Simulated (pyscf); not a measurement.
Thermochemistry of product channels of methanol (H₃C–OH) + O atom (O) [triplet] on the triplet surface, in eV, from CCSD(T)/def2-TZVPP + ΔMP2(QZVPP) energies (ideal gas, 1 atm, RRHO with modes under 100 cm⁻¹ raised to 100, one conformer, R ln 2 for rigid chiral ones). PySCF, gas phase, ωB97X-D3(BJ)/def2-SVP geometries. MP2 and CC: frozen core, UHF for open shells. ΔMP2 is the change of the MP2 total energy from the triple- to the quadruple-zeta basis.

| products | ΔE | ΔH(298 K) | ΔG(900 K) | ΔG(1200 K) |
|---|---|---|---|---|
| hydroxymethyl (•H₂C–OH) + hydroxyl (OH•) | -0.12 | -0.24 | -0.53 | [?] |
| methoxy (H₃C–O•) + hydroxyl (OH•) | +0.30 | +0.14 | -0.10 | [?] |

### Question
Fill in the missing entries.

### Answer

- hydroxymethyl (•H₂C–OH) + hydroxyl (OH•), ΔG(1200 K): -0.63
- methoxy (H₃C–O•) + hydroxyl (OH•), ΔG(1200 K): -0.18

These are energies of the channels, which say nothing of barriers. The CCSD(T) − MP2 part came from Ansatz, without density fitting, on the same reference. Left out: orbital degeneracy and the spin-orbit lowering of OH, O. The orbital near-degeneracy of the XH₃O or XH₃S radical is left out.
